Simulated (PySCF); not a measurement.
**HSiN: fields on a plane**

Method: PBE0/[Si def2-TZVP, N def2-TZVP, H def2-TZVP], no relativity, density fitting, PySCF.

The singlet minimum has Si–H 1.487 Å, Si–N 1.557 Å; H–Si–N 180.0°.

The plane holds Si1 at (0.00, 0.00), N2 at (1.56, 0.00), H3 at (-1.49, 0.00) Å. Columns run from x = -3.45 to 3.75 Å, rows from y = 2.25 (top) to -1.95 Å, in steps of 0.3 Å. Other isomers or separated fragments may lie lower.

Q: Give the electrostatic potential (V) (cut at 20 V). Lower edges of the bins (V): '0' -2.25, '1' -2.12, '2' -1.91, '3' -1.58, '4' -1.06, '5' -0.23, '6' 1.09, '7' 3.17, '8' 6.47, '9' 11.71; top 20.0.

A: 
```
5555555566555554444444444
5555556666665554433333344
5555666666666654333333334
5556666667777654332222333
5566666678888865554211233
5566667788999987886410223
5666778989999999999630123
5666789999999999999840023
5666789999999999999840023
5666778989999999999630123
5566667788999987886410223
5566666678888865554211233
5556666667777654332222333
5555666666666654333333334
5555556666665554433333344
```

Q: Give the electron localisation function (set to 0 where the density is under 0.005 e/Å³). Lower edges of the bins: '0' 0.000, '1' 0.100, '2' 0.200, '3' 0.300, '4' 0.400, '5' 0.500, '6' 0.600, '7' 0.700, '8' 0.800, '9' 0.900; top 1.00.

A: 
```
0000000000012210000000000
0000000001234432110000000
0000000112356653221100000
0000044433467765444321000
0004899865556776666653100
0008999997201577788875200
0059999997043078778986410
0079999995388257047987410
0079999995388257047987410
0059999997043078778986410
0008999997201577788875200
0004899865556776666653100
0000044433467765444321000
0000000112356653221100000
0000000001234432110000000
```
